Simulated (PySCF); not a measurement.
Molecule: `Cn1cncn1`, C$_{3}$H$_{5}$N$_{3}$.

Geometry:
```tsv
atom	x (Å)	y (Å)	z (Å)
C1	-1.680	-0.289	-0.001
N2	-0.257	-0.087	0.041
C3	0.445	1.065	-0.003
N4	1.734	0.813	0.056
C5	1.766	-0.537	0.139
N6	0.582	-1.122	0.132
H7	-2.016	-0.804	0.909
H8	-2.177	0.687	-0.070
H9	-1.951	-0.897	-0.876
H10	-0.028	2.045	-0.078
H11	2.689	-1.114	0.205
```

Geometry PBE0-D3(BJ)/def2-SVP throughout; GIAO in PySCF 2.14.0 with density-fitted response routines, gas phase, one conformer, non-relativistic; equivalent atoms averaged; basis pcSseg-2.

For orientation, B97-2 gives these absolute shieldings σ: C5 24.3, C3 35.3, C1 146.2, N6 -67.5, N4 -26.8, N2 29.6, H11 23.47, H10 23.61, H7/H8/H9 27.64 ppm.

A run gave: C5 20.3, C3 29.7, C1 150.7, N6 -70.1, N4 -28.2, N2 32.5, H11 23.41, H10 23.50, H7/H8/H9 27.68 ppm (absolute shieldings σ).

Which functional was used in that run?
A. BHandHLYP
B. CAM-B3LYP
C. WP04
D. LC-wPBE

## Answers

D. C1 tells them apart best: LC-wPBE gives 150.7, WP04 gives 133.1, CAM-B3LYP gives 145.5, BHandHLYP gives 147.6 ppm.
